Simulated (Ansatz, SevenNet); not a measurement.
For chalcopyrite ZnGeP2, the machine-learned potential SevenNet-0 (trained on PBE and PBE+U data) gives:

| Property | Value |
|---|---|
| lattice constant a | 5.501 Å |
| lattice parameter c | 10.844 Å |

Question: What does HSE06 in Ansatz (PAW) give for the same quantities?

Answer: 
- lattice constant a: 5.473 Å (decreases by 0.5 %)
- lattice parameter c: 10.742 Å (drops by 0.9 %)

For comparison: lattice constant a 5.463 Å (measured, temperature not stated, no zero-point or thermal correction; as tabulated in Rashkeev et al. (1999), arXiv:cond-mat/9809378); lattice parameter c 10.74 Å (measured, temperature not stated, not corrected to a static lattice; as tabulated in Rashkeev et al. (1999), arXiv:cond-mat/9809378).

Changes are worked out from the printed values.

Unless a cell is named, each level is at its own relaxed cell (SevenNet-0 20.51, HSE06 20.11 Å³/atom).

Ansatz's density-functional and Hartree–Fock values are scalar-relativistic unless marked +SOC, with PAW data made under PBE.

Ansatz is an electronic-structure program.
